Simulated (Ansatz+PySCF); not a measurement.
Results of a calculation; reference values are marked as such.
## Ansatz (development build ahead of 0.2.0) run

```yaml
crystal:
  periodic: [false, false, false]
  atoms:
    - { symbol: C, position_ang: [0.0, 0.0, -0.21305] }
    - { symbol: H, position_ang: [0.0, 0.0, 1.27828] }
basis:
  gaussian: { orbitals: "6-31G" }
total_charge: 1
magnetization:
  spin_polarized: true
hamiltonian:
  xc: hf
correlation:
  method: mp2
  frozen_orbitals: { C: 1, H: 0 }
scf:
  omitted_lower_state_checks: [stability, starts, atomic_configurations, cluster_reference, orbital_swaps, given_window_search, neighbouring_geometries, increment]
```

The input is written out in the form of the current development build from the run's settings.

Output:

* Converged: yes
* Reference energy: -37.83720 hartree
* Correlation energy: -0.05192 hartree
* Total energy: -37.88912 hartree
* Spin squared of the determinant: 0.000

The reference isn't the lowest determinant (another lies 0.22 eV lower), but the same method gives a higher total on the lower determinant. Caution: bonds are stretched, where a single reference can fail.
